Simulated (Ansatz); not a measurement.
`B[SiH2]B`, charge 0, multiplicity 1.

(1) Give a relaxed structure at PBE0-D4/def2-TZVP (Ansatz 0.2.0). (An estimate is asked.)

## Answers

(1) Ansatz gave: 
Z-matrix (Å, degrees):
```
Si
B 1 2.009
B 1 2.009 2 100.9
H 1 1.491 2 111.5 3 -118.6
H 1 1.491 2 111.7 3 118.8
H 2 1.195 1 120.8 3 87.8
H 2 1.195 1 120.9 3 -88.7
H 3 1.195 1 120.9 2 88.6
H 3 1.195 1 120.8 2 -87.8
```
Point group C2v.
This is one stationary point; other conformers may exist.
